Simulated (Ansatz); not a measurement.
**BH₄ (doublet): the correlation ladder at distance B1–H4 along a hydrogen transfer = 1.643 Å, cc-pVDZ**

How much of the correlation energy of BH₄ (doublet) does each wave-function method recover here?

Computed with Ansatz 0.2.0, Gaussian basis. Level: cc-pVDZ, core rule «outside noble gas», up to 1 orbitals frozen.

To be run: UHF; CCSD(T) on ROHF; CCSD(T) on UHF; BCCD(T) on ROHF; CISD; CCSDT(Q) on ROHF; CCSDT(Q) on UHF; CCSDTQ on ROHF; CCSDTQ on UHF; CASSCF and MRCISD+Q, 3 electrons in 3 orbitals; CASSCF and NEVPT2, 3 electrons in 3 orbitals; CASSCF and MRCISD+Q, 7 electrons in 8 orbitals; CASSCF and NEVPT4(SD), 7 electrons in 8 orbitals; CASSCF and NEVPT2, 7 electrons in 8 orbitals; Full CI.

6 further runs of the same task are left out: 6 for a known fault of the program.

### 1 The system

The geometry derives from fragments relaxed apart (PBE0/def2-TZVP) and kept rigid, so it is no stationary point. A hydrogen atom is moved between rigid fragments.

5 atoms, charge 0, spin multiplicity 2.

Atoms are counted from 1 here; the program's logs count them from 0.

Bond lengths: B1–H2 1.193 Å, B1–H3 1.193 Å, H4–H5 0.820 Å. Angles: H2–B1–H3 120.0°.

### 2 UHF

File in.yaml:

```yaml
crystal:
  periodic: [false, false, false]
  atoms:
    - {symbol: B, position_ang: [-0.197784, 0.000000, 0.000000]}
    - {symbol: H, position_ang: [-0.794517, 1.033571, 0.000000]}
    - {symbol: H, position_ang: [-0.794517, -1.033571, 0.000000]}
    - {symbol: H, position_ang: [1.445216, 0.000000, 0.000000]}
    - {symbol: H, position_ang: [2.265216, 0.000000, 0.000000]}
basis:
  gaussian: {orbitals: cc-pVDZ}
magnetization: {spin_polarized: true, initial_magnetization: 1}
hamiltonian: {xc: hf}
output: {orbitals: {seedname: orbitals}}
```

Command:

```
$ ansatz run in.yaml --threads 1 --pin off --events-out ev --progress --plain --max-ram 2816MiB --backend cpu
```

After this run come: CCSD(T) on ROHF; CCSD(T) on UHF; BCCD(T) on ROHF; CISD; CCSDT(Q) on ROHF; CCSDT(Q) on UHF; CCSDTQ on ROHF; CCSDTQ on UHF; CASSCF and MRCISD+Q, 3 electrons in 3 orbitals; CASSCF and NEVPT2, 3 electrons in 3 orbitals; CASSCF and MRCISD+Q, 7 electrons in 8 orbitals; CASSCF and NEVPT4(SD), 7 electrons in 8 orbitals; CASSCF and NEVPT2, 7 electrons in 8 orbitals; Full CI.

Before running them: what should the planned runs give, taken together? Wanted: FCI below the RHF energy; RMP2 from FCI; UMP2 from FCI; RCCSD from FCI; RCCSD(T) from FCI; UCCSD(T) from FCI; RCCSDT(Q) from FCI; UCCSDT(Q) from FCI; NEVPT2 pair from FCI.

**Answer**, as computed:

| quantity | value |
| --- | --- |
| FCI below the RHF energy | -3.7258 eV |
| RMP2 from FCI | +83.4 kJ/mol |
| UMP2 from FCI | +83.0 kJ/mol |
| RCCSD from FCI | +6.5 kJ/mol |
| RCCSD(T) from FCI | +1.5 kJ/mol |
| UCCSD(T) from FCI | +1.5 kJ/mol |
| RCCSDT(Q) from FCI | 0.0 kJ/mol |
| UCCSDT(Q) from FCI | 0.0 kJ/mol |
| NEVPT2 pair from FCI | +76.0 kJ/mol |
| MRCISD+Q pair from FCI | -0.8 kJ/mol |
| NEVPT2 valence from FCI | +59.7 kJ/mol |
| levels within 1 kcal/mol (43 meV) | RCCSD(T), UCCSD(T), BCCD(T), RCCSDT, UCCSDT, RCCSDT(Q), UCCSDT(Q), RCCSDTQ, UCCSDTQ, MRCISD+Q pair, MRCISD+Q valence |
| T1 diagnostic | 0.023 |
| effectively unpaired electrons | 1.03 |

**Reading.** RCCSD(T) misses by +1.5 kJ/mol, 0.4 % of the correlation energy. MRCISD+Q pair falls below full CI: the +Q correction isn't variational, and the cores differ from full CI's. One determinant dominates. Of the multireference levels listed MRCISD+Q valence comes nearest in total energy (+0.6 kJ/mol), which doesn't show that its space is the better one. These misses are within one basis, not against nature; the frozen cores of restricted and unrestricted runs differ, which can shift their rows.
